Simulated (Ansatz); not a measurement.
## [BH3]− (SMILES [BH3-]): where methods fail along a bond

[BH3]−: 4 atoms, total charge -1, spin state doublet. As SMILES, `[BH3-]`. The coordinates come from a GFN2-xTB relaxation.

```xyz
4

B     0.1504   -0.0373   -0.2338
H     0.9171    0.4526    0.6285
H    -0.2792   -1.1611    0.1184
H    -0.7883    0.7459   -0.5131
```

The B1–H3 distance is scanned; the parts on either side stay rigid. Basis 6-31G(d), 1 core orbital frozen in the correlated methods; program Ansatz 0.2.0. FCI is exact within this basis and core. Energies in eV from each method's value at 1.254 Å; open shells run as named. The set has no diffuse functions, which an anion needs. The shape above is that at 1.254 Å.

| distance (Å) | USVWN5 | U-wB97X | RPA@PBE | UMP2 | UCCSD | UCCSDT | UCCSDT(Q) | FCI |
| --- | --- | --- | --- | --- | --- | --- | --- | --- |
| 1.254 | 0.00 | 0.00 | 0.00 | 0.00 | 0.00 | 0.00 | 0.00 | 0.00 |
| 1.567 | 0.58 | 0.60 | 0.59 | 0.66 | 0.61 | 0.60 | 0.60 | 0.60 |
| 1.880 | 1.44 | 1.50 | 1.42 | 1.60 | 1.48 | 1.45 | 1.45 | 1.45 |
| 2.507 | 2.75 | 2.90 | 2.59 | 3.08 | 2.80 | 2.73 | 2.73 | 2.73 |
| 3.134 | 3.41 | 3.66 | 3.11 | 3.74 | 3.61 | 3.51 | 3.50 | 3.51 |

Departure from the FCI curve at its largest: USVWN5 -0.10 eV at 3.13 Å; U-wB97X +0.17 eV at 2.51 Å; RPA@PBE -0.40 eV at 3.13 Å; UMP2 +0.35 eV at 2.51 Å; UCCSD +0.10 eV at 3.13 Å; UCCSDT within 0.005 eV; UCCSDT(Q) -0.01 eV at 3.13 Å. For the functionals part of the departure is owed to the small basis.
